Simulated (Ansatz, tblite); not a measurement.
**The cluster PtS2+: a ladder of methods and basis sets**

Aim: run the doublet of the cluster PtS2+ at one geometry on many levels, and compare frontier levels, spin and run time.

The runs use Ansatz 0.2.0, Gaussian basis; as each input shows.

Plan: GFN1-xTB, GFN2-xTB, PBE-D4/def2-TZVP, r2SCAN-D4/def2-TZVP, ωB97X-V/def2-TZVP, BLYP-D4/def2-TZVP, r2SCAN0-D4/def2-TZVP, LC-ωPBE/def2-TZVP, LDA/def2-TZVP, PBE-D4/def2-SVP, PBE0-D4/def2-SVP, CCSD(T)/def2-TZVPP, MP2/def2-TZVP, RPA/def2-TZVP.

### 1 The structure

The doublet was relaxed beforehand with r2SCAN-D4/def2-TZVP. At that level it is the lowest of the isomers that a small search found.

3 atoms, charge 1, spin multiplicity 2.

Bond lengths: Pt1–S2 2.224 Å, Pt1–S3 2.225 Å, S2–S3 1.955 Å. Angles: S2–Pt1–S3 52.1°, Pt1–S2–S3 64.0°, Pt1–S3–S2 63.9°.

Pt takes a core potential in the def2 sets. No spin-orbit coupling is included. The ion is computed in the gas phase, without counter-ions or solvent.

PBE0-D4/def2-TZVP was run before; its log isn't repeated, and its numbers join the tables.

### 2 GFN1-xTB

Tight binding, by tblite at 300 K electronic temperature and without a spin-polarisation term:

```python
tblite.interface.Calculator('GFN1-xTB', numbers, positions, charge=1, uhf=1).singlepoint()
```

Energy -304.6704 eV; 0.003 s.

### 3 GFN2-xTB

Tight binding, by tblite at 300 K electronic temperature and without a spin-polarisation term:

```python
tblite.interface.Calculator('GFN2-xTB', numbers, positions, charge=1, uhf=1).singlepoint()
```

Energy -286.9917 eV; 0.002 s.

### 4 PBE-D4/def2-TZVP

start.molden holds the orbitals of an earlier run on this state, given as this run's starting guess.

The input, in.yaml:

```yaml
crystal:
  periodic: [false, false, false]
  atoms:
    - {symbol: Pt, position_ang: [1.142549, 0.329434, 0.600262]}
    - {symbol: S, position_ang: [-0.316506, -1.107738, -0.266618]}
    - {symbol: S, position_ang: [-0.826043, 0.778304, -0.333634]}
basis:
  gaussian: {orbitals: def2-TZVP, initial_orbitals: start.molden}
total_charge: 1
magnetization: {spin_polarized: true, initial_magnetization: 1}
hamiltonian: {xc: pbe, dispersion: d4}
scf: {omitted_lower_state_checks: [starts]}
output: {orbitals: {seedname: orbitals}}
```

The run is started by

```
> ansatz run in.yaml --threads 4 --pin off --events-out ev --progress --plain --max-ram 3916MiB
```

The runs that follow: r2SCAN-D4/def2-TZVP; ωB97X-V/def2-TZVP; BLYP-D4/def2-TZVP; r2SCAN0-D4/def2-TZVP; LC-ωPBE/def2-TZVP; LDA/def2-TZVP; PBE-D4/def2-SVP; PBE0-D4/def2-SVP; CCSD(T)/def2-TZVPP; MP2/def2-TZVP; RPA/def2-TZVP.

**Question.** What will the summary of the whole plan be? Wanted: gap in def2-TZVP, named functionals, smallest and largest; correlation energy, CCSD(T)/def2-TZVPP; correlation energy, MP2/def2-TZVP; ⟨S²⟩ in def2-TZVP, named functionals, smallest and largest; PBE0 total energy, smallest basis above largest.

**Answer**, as computed:

```
                                                  quantity                             value
 gap in def2-TZVP, named functionals, smallest and largest  0.63 eV (LDA), 7.96 eV (LC-ωPBE)
                    correlation energy, CCSD(T)/def2-TZVPP                         -25.71 eV
                         correlation energy, MP2/def2-TZVP                         -20.29 eV
⟨S²⟩ in def2-TZVP, named functionals, smallest and largest                      0.751, 0.761
           PBE0 total energy, smallest basis above largest     8.27 eV (def2-SVP, def2-TZVP)
```

What this shows: Over the named functionals in def2-TZVP the gap runs from 0.63 eV (LDA) to 7.96 eV (LC-ωPBE); exact exchange widens it. Over the named functionals in def2-TZVP spin contamination reaches 0.01 (LC-ωPBE), which is small. Notes on CCSD(T)/def2-TZVPP: spin contamination.
